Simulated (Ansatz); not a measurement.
Two isomers of C3H6OS: A = `CCC(=O)S`, B = `CCSC=O`.

Computed with Ansatz on PBE0-D4/def2-TZVP structures; ΔE is electronic, products minus reactants. CCSD(T)/CBS adds triple-zeta CCSD(T) − MP2 to the extrapolated MP2 energy (def2 sets, frozen cores). Functionals use def2-TZVPP. B3LYP here is the variant with VWN-RPA as its local correlation; programs differ in this. One conformer a species, not always the lowest.

A:

```xyz
11

C     0.904    1.243    0.215
C     0.569   -0.174   -0.202
C    -0.879   -0.528    0.031
O    -1.697    0.213    0.493
S    -1.265   -2.208   -0.464
H     0.304    1.966   -0.339
H     0.703    1.397    1.276
H     1.958    1.454    0.028
H     1.177   -0.907    0.339
H     0.781   -0.342   -1.264
H    -2.557   -2.113   -0.112
```

B:

Z-matrix (Å, degrees):
```
C
C 1 1.515
H 1 1.090 2 110.7
H 1 1.093 2 109.9 3 -119.3
H 1 1.091 2 111.3 3 120.8
S 2 1.807 1 113.3 3 -62.3
H 2 1.092 1 111.8 3 179.1
H 2 1.091 1 111.4 3 57.8
C 6 1.752 2 100.1 1 82.8
O 9 1.200 6 126.2 2 1.0
H 9 1.106 6 110.7 2 -179.4
```

(1) Which is lower in electronic energy at CCSD(T)/CBS, and by how much? (Estimate.)

(2) Give E(B) − E(A) in kcal/mol with PBE-D4, ωB97M-V, PBE0-D4, CCSD(T)/def2-TZVPP, CCSD/def2-TZVPP, B3LYP-D4, B3LYP. (An estimate is asked.)

Largest T1 diagnostic: 0.015.

Results:

(1) Computed: A, by 4.8 kcal/mol.

(2) Computed: PBE-D4 3.9, ωB97M-V 5.3, PBE0-D4 4.8, CCSD(T)/def2-TZVPP 5.4, CCSD/def2-TZVPP 5.9, B3LYP-D4 4.5, B3LYP 4.8. None reverses the order clearly.

From PBE to PBE0 (25 % exact exchange), in def2-TZVPP and without D4, E(B) − E(A) moves by +0.9 kcal/mol. In def2-TZVPP, CCSD(T) changes the Hartree–Fock value by −1.5 kcal/mol (the triples alone add −0.5 kcal/mol) and MP2 by −2.0 kcal/mol.
